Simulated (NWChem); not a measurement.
# Li2; SMILES [Li][Li]

All runs: NWChem. Pople sets run with spherical d functions. Geometry: optimised at PBE0/def2-SVP. Level PBE/6-31G*: energy and gradient; each run changes one setting, and changes count from the defaults (medium grid, exact Coulomb integrals, symmetry on).

```tsv
setting	size of the energy change (μHa)	largest change of a gradient component (μHa/bohr)
defaults	< 10	< 30
tight SCF thresholds and tolerances	< 10	< 30
coarse grid	< 10	< 30
extra-fine grid	< 10	< 30
Becke weights	< 10	< 30
Coulomb fitting, Weigend set	10	< 30
```
